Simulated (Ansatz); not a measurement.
# CF+ (triplet): RPA-PBE over a scan of the distance C1–F2, 6-31G

Aim: run CF+ (triplet) with these functionals over a scan of the distance C1–F2, and hold them against the top wave-function level at the same points.

Method: 6-31G, all electrons in the functionals, frozen cores in the correlation of double hybrids and RPA; program: Ansatz 0.2.0, Gaussian basis.

Plan: RPA-PBE, at 0.972 Å; 1.077 Å; 1.207 Å; 1.316 Å; 1.471 Å; 1.684 Å; 1.884 Å; 2.246 Å; 2.631 Å; 3.254 Å; 4.073 Å.

19 further runs of the same task are left out: 17 that didn't finish, 2 set aside as unsound or not needed. Runs told in other sessions of the task aren't counted.

### Step 1. What is computed

The geometry derives from a PBE0/def2-TZVP stationary point (not a proven minimum). One bond is set to the value named and the two fragments are kept rigid.

2 atoms, charge 1, spin multiplicity 3.

Atoms are counted from 1 here; the program's logs count them from 0.

Bond lengths: C1–F2 1.207 Å.

No dispersion term is added.

The geometry shown and the zero of energy belong to the point 1.207 Å. The yardstick, FCI, and other wave-function levels (R restricted, U unrestricted, valence and pair active spaces) come from earlier runs.

### Step 2. RPA-PBE, 0.972 Å

Input file in.yaml:

```yaml
crystal:
  periodic: [false, false, false]
  atoms:
    - {symbol: C, position_ang: [0.000000, 0.000000, 0.000000]}
    - {symbol: F, position_ang: [0.000000, 0.000000, 0.972000]}
basis:
  gaussian: {orbitals: 6-31G}
total_charge: 1
magnetization: {spin_polarized: true, initial_magnetization: 2}
hamiltonian: {xc: {name: PBE}}
correlation: {method: rpa, electrons: outside_noble_gas}
```

Run with:

```
ansatz run in.yaml --threads 1 --pin off --events-out ev --progress --plain --max-ram 2393MiB
```

Log:

```text
Functional definition: PBE
  name "PBE"
  cite "Perdew, Burke & Ernzerhof, Phys. Rev. Lett. 77, 3865 (1996) doi:10.1103/PhysRevLett.77.3865"
  parent pbe
  parameter kappa = 0.804
  parameter beta = 0.06672455060314922
  exchange = pbe_x(kappa = kappa, mu = beta*pi^2/3)
  correlation = pbe_c(beta = beta)
203 factors; integrals over basis functions are off by at most 1.5e-4 eV
mean field evaluation 1: about -3716.8757 eV, gradient 5.4e1 eV
mean field evaluation 2: about -3716.8226 eV, gradient 5.4e1 eV
mean field evaluation 4: about -3724.6639 eV, gradient 9.3e0 eV
mean field evaluation 8: about -3725.0948 eV, gradient 3.9e-1 eV
mean field evaluation 16: about -3725.0952 eV, gradient 2.3e-6 eV
mean field evaluation 32: about -3709.5371 eV, gradient 2.4e1 eV
mean field -3725.09519474 eV, -136.8947234466 hartree, gradient 2.3e-6 eV, S^2 2.005043; 2 other end points of the search recorded, 0 dependent functions left out
2 core orbitals not correlated: weight in the atoms' cores, before any rotation towards them, 1.000 or more for the frozen orbitals, at most 0.000 for the correlated occupied ones
reference -3713.41081621 eV, -136.4653304555 hartree; 6, 4 occupied and 10, 12 virtual orbitals, 203 factors
Total energy: -3719.54603228 eV, -136.6907954876 hartree
```

It took 0.54 s on 1 thread of Arm Neoverse V1, shared host.

From the report: ⟨S²⟩ of the determinant 2.005 (pure triplet: 2.00).

### Step 3. RPA-PBE, 1.077 Å

in.yaml, as its differences from that of step 2:

```diff
@@ -4,3 +4,3 @@
     - {symbol: C, position_ang: [0.000000, 0.000000, 0.000000]}
-    - {symbol: F, position_ang: [0.000000, 0.000000, 0.972000]}
+    - {symbol: F, position_ang: [0.000000, 0.000000, 1.077000]}
 basis:
```

The command is unchanged.

Log, cut to the lines that bear on the results:

```text
Functional definition: PBE
  name "PBE"
  cite "Perdew, Burke & Ernzerhof, Phys. Rev. Lett. 77, 3865 (1996) doi:10.1103/PhysRevLett.77.3865"
  parent pbe
[...]
202 factors; integrals over basis functions are off by at most 1.6e-4 eV
[...]
mean field -3728.70631922 eV, -137.0274298232 hartree, gradient 8.7e-6 eV, S^2 2.007138; 3 other end points of the search recorded, 0 dependent functions left out
2 core orbitals not correlated: weight in the atoms' cores, before any rotation towards them, 1.000 or more for the frozen orbitals, at most 0.000 for the correlated occupied ones
reference -3716.71899707 eV, -136.5869038597 hartree; 6, 4 occupied and 10, 12 virtual orbitals, 202 factors
Total energy: -3723.32197495 eV, -136.8295588211 hartree
```

It took 0.63 s on 1 thread of Arm Neoverse V1, shared host.

From the report: ⟨S²⟩ of the determinant 2.007 (pure triplet: 2.00).

### Step 4. RPA-PBE, 1.207 Å

in.yaml, as its differences from that of step 3:

```diff
@@ -4,3 +4,3 @@
     - {symbol: C, position_ang: [0.000000, 0.000000, 0.000000]}
-    - {symbol: F, position_ang: [0.000000, 0.000000, 1.077000]}
+    - {symbol: F, position_ang: [0.000000, 0.000000, 1.206700]}
 basis:
```

The command is unchanged.

Log, cut to the lines that bear on the results:

```text
Functional definition: PBE
  name "PBE"
  cite "Perdew, Burke & Ernzerhof, Phys. Rev. Lett. 77, 3865 (1996) doi:10.1103/PhysRevLett.77.3865"
  parent pbe
[...]
202 factors; integrals over basis functions are off by at most 1.8e-4 eV
[...]
mean field -3730.29482924 eV, -137.0858064900 hartree, gradient 4.3e-6 eV, S^2 2.010398; 3 other end points of the search recorded, 0 dependent functions left out
2 core orbitals not correlated: weight in the atoms' cores, before any rotation towards them, 1.000 or more for the frozen orbitals, at most 0.000 for the correlated occupied ones
reference -3717.91446213 eV, -136.6308363902 hartree; 6, 4 occupied and 10, 12 virtual orbitals, 202 factors
Total energy: -3725.08746517 eV, -136.8944393899 hartree
```

It took 0.6 s on 1 thread of Arm Neoverse V1, shared host.

From the report: ⟨S²⟩ of the determinant 2.010 (pure triplet: 2.00).

### Step 5. RPA-PBE, 1.316 Å

in.yaml, as its differences from that of step 4:

```diff
@@ -4,3 +4,3 @@
     - {symbol: C, position_ang: [0.000000, 0.000000, 0.000000]}
-    - {symbol: F, position_ang: [0.000000, 0.000000, 1.206700]}
+    - {symbol: F, position_ang: [0.000000, 0.000000, 1.316000]}
 basis:
```

Launched as before.

Log, cut to the lines that bear on the results:

```text
Functional definition: PBE
  name "PBE"
  cite "Perdew, Burke & Ernzerhof, Phys. Rev. Lett. 77, 3865 (1996) doi:10.1103/PhysRevLett.77.3865"
  parent pbe
[...]
202 factors; integrals over basis functions are off by at most 1.7e-4 eV
[...]
mean field -3730.43624114 eV, -137.0910032814 hartree, gradient 2.5e-7 eV, S^2 2.013235; 3 other end points of the search recorded, 0 dependent functions left out
2 core orbitals not correlated: weight in the atoms' cores, before any rotation towards them, 1.000 or more for the frozen orbitals, at most 0.000 for the correlated occupied ones
reference -3717.74169083 eV, -136.6244871623 hartree; 6, 4 occupied and 10, 12 virtual orbitals, 202 factors
Total energy: -3725.37200126 eV, -136.9048958986 hartree
```

Wall time 0.6 s (1 thread of Arm Neoverse V1, shared host).

From the report: ⟨S²⟩ of the determinant 2.013 (pure triplet: 2.00).

From 1.207 Å: -6.6 kcal/mol.

### Step 6. RPA-PBE, 1.471 Å

in.yaml, as its differences from that of step 5:

```diff
@@ -4,3 +4,3 @@
     - {symbol: C, position_ang: [0.000000, 0.000000, 0.000000]}
-    - {symbol: F, position_ang: [0.000000, 0.000000, 1.316000]}
+    - {symbol: F, position_ang: [0.000000, 0.000000, 1.471000]}
 basis:
```

Same command.

Log, cut to the lines that bear on the results:

```text
Functional definition: PBE
  name "PBE"
  cite "Perdew, Burke & Ernzerhof, Phys. Rev. Lett. 77, 3865 (1996) doi:10.1103/PhysRevLett.77.3865"
  parent pbe
[...]
202 factors; integrals over basis functions are off by at most 1.9e-4 eV
[...]
mean field -3729.86963968 eV, -137.0701810619 hartree, gradient 9.9e-7 eV, S^2 2.015346; 10 other end points of the search recorded, 0 dependent functions left out
2 core orbitals not correlated: weight in the atoms' cores, before any rotation towards them, 1.000 or more for the frozen orbitals, at most 0.000 for the correlated occupied ones
reference -3716.84494085 eV, -136.5915322081 hartree; 6, 4 occupied and 10, 12 virtual orbitals, 202 factors
Total energy: -3725.02394843 eV, -136.8921051929 hartree
```

Run time: 1.6 s. Hardware: 1 thread of Arm Neoverse V1, shared host.

From the report: ⟨S²⟩ of the determinant 2.015 (pure triplet: 2.00).

From 1.207 Å: +1.5 kcal/mol.

### Step 7. RPA-PBE, 1.684 Å

in.yaml, as its differences from that of step 6:

```diff
@@ -4,3 +4,3 @@
     - {symbol: C, position_ang: [0.000000, 0.000000, 0.000000]}
-    - {symbol: F, position_ang: [0.000000, 0.000000, 1.471000]}
+    - {symbol: F, position_ang: [0.000000, 0.000000, 1.684000]}
 basis:
```

Same command.

Log, cut to the lines that bear on the results:

```text
Functional definition: PBE
  name "PBE"
  cite "Perdew, Burke & Ernzerhof, Phys. Rev. Lett. 77, 3865 (1996) doi:10.1103/PhysRevLett.77.3865"
  parent pbe
[...]
202 factors; integrals over basis functions are off by at most 2.0e-4 eV
[...]
mean field -3728.81037655 eV, -137.0312538596 hartree, gradient 2.6e-6 eV, S^2 2.013643; 14 other end points of the search recorded, 0 dependent functions left out
2 core orbitals not correlated: weight in the atoms' cores, before any rotation towards them, 1.000 or more for the frozen orbitals, at most 0.000 for the correlated occupied ones
reference -3715.95469878 eV, -136.5588164155 hartree; 6, 4 occupied and 10, 12 virtual orbitals, 202 factors
Total energy: -3724.45819299 eV, -136.8713140639 hartree
```

Wall time 3 s (1 thread of Arm Neoverse V1, shared host).

From the report: ⟨S²⟩ of the determinant 2.014 (pure triplet: 2.00).

From 1.207 Å: +14.5 kcal/mol.

### Step 8. RPA-PBE, 1.884 Å

in.yaml, as its differences from that of step 7:

```diff
@@ -4,3 +4,3 @@
     - {symbol: C, position_ang: [0.000000, 0.000000, 0.000000]}
-    - {symbol: F, position_ang: [0.000000, 0.000000, 1.684000]}
+    - {symbol: F, position_ang: [0.000000, 0.000000, 1.884000]}
 basis:
```

Same command.

Log, cut to the lines that bear on the results:

```text
Functional definition: PBE
  name "PBE"
  cite "Perdew, Burke & Ernzerhof, Phys. Rev. Lett. 77, 3865 (1996) doi:10.1103/PhysRevLett.77.3865"
  parent pbe
[...]
202 factors; integrals over basis functions are off by at most 2.0e-4 eV
[...]
mean field -3728.61877898 eV, -137.0242127789 hartree, gradient 8.5e-6 eV, S^2 2.002275; 15 other end points of the search recorded, 0 dependent functions left out
2 core orbitals not correlated: weight in the atoms' cores, before any rotation towards them, 1.000 or more for the frozen orbitals, at most 0.000 for the correlated occupied ones
reference -3717.65464205 eV, -136.6212881786 hartree; 6, 4 occupied and 10, 12 virtual orbitals, 202 factors
Total energy: -3724.84325934 eV, -136.8854649911 hartree
```

Wall time 2.8 s (1 thread of Arm Neoverse V1, shared host).

From the report: ⟨S²⟩ of the determinant 2.002 (pure triplet: 2.00).

From 1.207 Å: +5.6 kcal/mol.

### Step 9. RPA-PBE, 2.246 Å

in.yaml, as its differences from that of step 8:

```diff
@@ -4,3 +4,3 @@
     - {symbol: C, position_ang: [0.000000, 0.000000, 0.000000]}
-    - {symbol: F, position_ang: [0.000000, 0.000000, 1.884000]}
+    - {symbol: F, position_ang: [0.000000, 0.000000, 2.246000]}
 basis:
```

Same command.

Log, cut to the lines that bear on the results:

```text
Functional definition: PBE
  name "PBE"
  cite "Perdew, Burke & Ernzerhof, Phys. Rev. Lett. 77, 3865 (1996) doi:10.1103/PhysRevLett.77.3865"
  parent pbe
[...]
202 factors; integrals over basis functions are off by at most 2.5e-4 eV
[...]
mean field -3728.40351890 eV, -137.0163021169 hartree, gradient 2.3e-6 eV, S^2 2.002567; 21 other end points of the search recorded, 0 dependent functions left out
2 core orbitals not correlated: weight in the atoms' cores, before any rotation towards them, 1.000 or more for the frozen orbitals, at most 0.000 for the correlated occupied ones
reference -3717.64071384 eV, -136.6207763264 hartree; 6, 4 occupied and 10, 12 virtual orbitals, 202 factors
Total energy: -3724.87978078 eV, -136.8868071294 hartree
```

Wall time 4.1 s (1 thread of Arm Neoverse V1, shared host).

From the report: ⟨S²⟩ of the determinant 2.003 (pure triplet: 2.00).

From 1.207 Å: +4.8 kcal/mol.

### Step 10. RPA-PBE, 2.631 Å

in.yaml, as its differences from that of step 9:

```diff
@@ -4,3 +4,3 @@
     - {symbol: C, position_ang: [0.000000, 0.000000, 0.000000]}
-    - {symbol: F, position_ang: [0.000000, 0.000000, 2.246000]}
+    - {symbol: F, position_ang: [0.000000, 0.000000, 2.631000]}
 basis:
```

The command is unchanged.

Log, cut to the lines that bear on the results:

```text
Functional definition: PBE
  name "PBE"
  cite "Perdew, Burke & Ernzerhof, Phys. Rev. Lett. 77, 3865 (1996) doi:10.1103/PhysRevLett.77.3865"
  parent pbe
[...]
204 factors; integrals over basis functions are off by at most 2.8e-4 eV
[...]
mean field -3728.06230323 eV, -137.0037626725 hartree, gradient 3.5e-6 eV, S^2 2.005480; 22 other end points of the search recorded, 0 dependent functions left out
2 core orbitals not correlated: weight in the atoms' cores, before any rotation towards them, 1.000 or more for the frozen orbitals, at most 0.000 for the correlated occupied ones
reference -3717.40844200 eV, -136.6122404936 hartree; 6, 4 occupied and 10, 12 virtual orbitals, 204 factors
Total energy: -3724.72362020 eV, -136.8810683339 hartree
```

Run time: 6 s. Hardware: 1 thread of Arm Neoverse V1, shared host.

From the report: ⟨S²⟩ of the determinant 2.005 (pure triplet: 2.00).

From 1.207 Å: +8.4 kcal/mol.

### Step 11. RPA-PBE, 3.254 Å

in.yaml, as its differences from that of step 10:

```diff
@@ -4,3 +4,3 @@
     - {symbol: C, position_ang: [0.000000, 0.000000, 0.000000]}
-    - {symbol: F, position_ang: [0.000000, 0.000000, 2.631000]}
+    - {symbol: F, position_ang: [0.000000, 0.000000, 3.254000]}
 basis:
```

Same command.

Log, cut to the lines that bear on the results:

```text
Functional definition: PBE
  name "PBE"
  cite "Perdew, Burke & Ernzerhof, Phys. Rev. Lett. 77, 3865 (1996) doi:10.1103/PhysRevLett.77.3865"
  parent pbe
[...]
202 factors; integrals over basis functions are off by at most 4.7e-4 eV
[...]
mean field -3727.72345354 eV, -136.9913101759 hartree, gradient 6.6e-7 eV, S^2 2.070729; 21 other end points of the search recorded, 0 dependent functions left out
2 core orbitals not correlated: weight in the atoms' cores, before any rotation towards them, 1.000 or more for the frozen orbitals, at most 0.000 for the correlated occupied ones
reference -3716.99139382 eV, -136.5969142555 hartree; 6, 4 occupied and 10, 12 virtual orbitals, 202 factors
Total energy: -3724.66358056 eV, -136.8788619181 hartree
```

Run time: 8.5 s. Hardware: 1 thread of Arm Neoverse V1, shared host.

From the report: ⟨S²⟩ of the determinant 2.071 (pure triplet: 2.00).

From 1.207 Å: +9.8 kcal/mol.

### Step 12. RPA-PBE, 4.073 Å

in.yaml, as its differences from that of step 11:

```diff
@@ -4,3 +4,3 @@
     - {symbol: C, position_ang: [0.000000, 0.000000, 0.000000]}
-    - {symbol: F, position_ang: [0.000000, 0.000000, 3.254000]}
+    - {symbol: F, position_ang: [0.000000, 0.000000, 4.073000]}
 basis:
```

The command is unchanged.

Log, cut to the lines that bear on the results:

```text
Functional definition: PBE
  name "PBE"
  cite "Perdew, Burke & Ernzerhof, Phys. Rev. Lett. 77, 3865 (1996) doi:10.1103/PhysRevLett.77.3865"
  parent pbe
[...]
202 factors; integrals over basis functions are off by at most 1.3e-4 eV
[...]
mean field -3727.65076858 eV, -136.9886390529 hartree, gradient 1.8e-10 eV, S^2 2.173107; 29 other end points of the search recorded, 0 dependent functions left out
2 core orbitals not correlated: weight in the atoms' cores, before any rotation towards them, 1.000 or more for the frozen orbitals, at most 0.000 for the correlated occupied ones
reference -3716.61056065 eV, -136.5829188947 hartree; 6, 4 occupied and 10, 12 virtual orbitals, 202 factors
Total energy: -3725.03597511 eV, -136.8925471651 hartree
```

Run time: 37 s. Hardware: 1 thread of Arm Neoverse V1, shared host.

From the report: ⟨S²⟩ of the determinant 2.173 (pure triplet: 2.00).

From 1.207 Å: +1.2 kcal/mol.

### Step 13. The comparison

The yardstick is full CI for this spin, exact in this basis with these frozen cores. It comes from earlier runs at the same points. Energies in kcal/mol, counted from 1.207 Å; blanks weren't run or aren't comparable.

```csv
level,0.972 Å,1.077 Å,1.207 Å,1.316 Å,1.471 Å,1.684 Å,1.884 Å,2.246 Å,2.631 Å,3.254 Å,4.073 Å
FCI,124.2,38.7,0.0,-4.8,5.6,23.9,20.3,20.4,24.1,28.2,29.8
RPA-PBE,127.8,40.7,0.0,-6.6,1.5,14.5,5.6,4.8,8.4,9.8,1.2
```

Largest miss and mean time a point (FCI took 69 s a point; shared hosts):

```csv
level,largest miss (kcal/mol),where,time a point
RPA-PBE,-28.6,4.073 Å,5.9 s
```

### Step 14. What came out

| quantity | value |
| --- | --- |
| span of the FCI curve | 129.0 kcal/mol |
| largest miss, RPA-PBE | -28.6 kcal/mol (4.073 Å) |

In words: RPA-PBE strays by up to 28.6 kcal/mol, at 4.073 Å. Functionals and the yardstick converge differently with the basis, so part of each miss in 6-31G is the basis.
